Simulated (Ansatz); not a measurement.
A nudged elastic band was laid between two geometries of ClH3Si + FH (7 atoms, charge 0, multiplicity 1).

Theory: Ansatz 0.2.0, RKS PBE/def2-SVP.

| Property | Result |
| --- | --- |
| movable images | 9 |
| climbing image | yes |
| spring | 5.0 eV/Å² |
| optimiser | quadratic models (default) |
| start path | through a guess of the saddle point |
| force threshold | 0.05 eV/Å |
| iteration limit | 60 |
| end points | relaxed |

Initial state:

```xyz
7
Properties=species:S:1:pos:R:3
Si 0.258 0.000 -0.039
Cl 0.244 0.000 2.074
H 1.703 0.000 -0.440
H -0.416 1.245 -0.519
H -0.416 -1.245 -0.519
F -2.578 0.000 1.036
H -1.938 0.000 1.729
```

Final state:

```xyz
7
Properties=species:S:1:pos:R:3
Si -0.323 0.000 -0.543
Cl -0.261 0.000 3.451
H 0.967 0.000 0.217
H -0.467 1.233 -1.380
H -0.467 -1.233 -1.380
F -1.561 0.000 0.561
H -1.033 0.000 2.397
```

(1) What changes between the two ends?

(2) What energy profile does the band end with?

(3) What is the geometry of the highest image?

Results:

(1) Bonds broken: Si1–Cl2, F6–H7. Bonds formed: Si1–F6, Cl2–H7. ClH3Si + FH becomes ClH + FH3Si.

(2) The forces met the threshold. The highest image is number 4 of 0 to 10, 0.92 eV above the first end and 1.19 eV above the last; the last end lies 0.27 eV below the first. A vibrational analysis at the climbing image gives 2 clearly imaginary modes (457i, 157i cm⁻¹): a point of higher order, so a lower path passes nearby. The orbitals stay closed-shell, which can raise the energy where a bond breaks towards radicals; this wasn't checked here.

```json
{"image": "0", "path coordinate (Å)": "0.00", "energy (eV)": "0.00", "Si1–Cl2 (Å)": "2.11", "F6–H7 (Å)": "0.94", "Si1–F6 (Å)": "3.03"}
{"image": "1", "path coordinate (Å)": "0.35", "energy (eV)": "0.06", "Si1–Cl2 (Å)": "2.14", "F6–H7 (Å)": "0.95", "Si1–F6 (Å)": "2.69"}
{"image": "2", "path coordinate (Å)": "0.70", "energy (eV)": "0.30", "Si1–Cl2 (Å)": "2.19", "F6–H7 (Å)": "0.97", "Si1–F6 (Å)": "2.38"}
{"image": "3", "path coordinate (Å)": "1.06", "energy (eV)": "0.67", "Si1–Cl2 (Å)": "2.33", "F6–H7 (Å)": "1.02", "Si1–F6 (Å)": "2.11"}
{"image": "4", "path coordinate (Å)": "1.41", "energy (eV)": "0.92", "Si1–Cl2 (Å)": "2.54", "F6–H7 (Å)": "1.17", "Si1–F6 (Å)": "1.90"}
{"image": "5", "path coordinate (Å)": "1.71", "energy (eV)": "0.71", "Si1–Cl2 (Å)": "2.76", "F6–H7 (Å)": "1.37", "Si1–F6 (Å)": "1.77"}
{"image": "6", "path coordinate (Å)": "2.01", "energy (eV)": "0.35", "Si1–Cl2 (Å)": "3.00", "F6–H7 (Å)": "1.52", "Si1–F6 (Å)": "1.71"}
{"image": "7", "path coordinate (Å)": "2.31", "energy (eV)": "0.03", "Si1–Cl2 (Å)": "3.25", "F6–H7 (Å)": "1.63", "Si1–F6 (Å)": "1.68"}
{"image": "8", "path coordinate (Å)": "2.61", "energy (eV)": "-0.18", "Si1–Cl2 (Å)": "3.49", "F6–H7 (Å)": "1.73", "Si1–F6 (Å)": "1.67"}
{"image": "9", "path coordinate (Å)": "2.91", "energy (eV)": "-0.26", "Si1–Cl2 (Å)": "3.75", "F6–H7 (Å)": "1.86", "Si1–F6 (Å)": "1.66"}
{"image": "10", "path coordinate (Å)": "3.21", "energy (eV)": "-0.27", "Si1–Cl2 (Å)": "3.99", "F6–H7 (Å)": "1.91", "Si1–F6 (Å)": "1.66"}
```

(3) 
```xyz
7
Properties=species:S:1:pos:R:3
Si -0.195 0.000 -0.090
Cl 0.063 0.000 2.441
H 1.308 0.000 -0.010
H -0.552 1.269 -0.801
H -0.552 -1.269 -0.801
F -1.883 0.000 0.776
H -1.334 0.000 1.809
```

The run took 2.3 min on 1 thread of Arm Neoverse V1, on a shared host, peak memory 0.12 GiB.
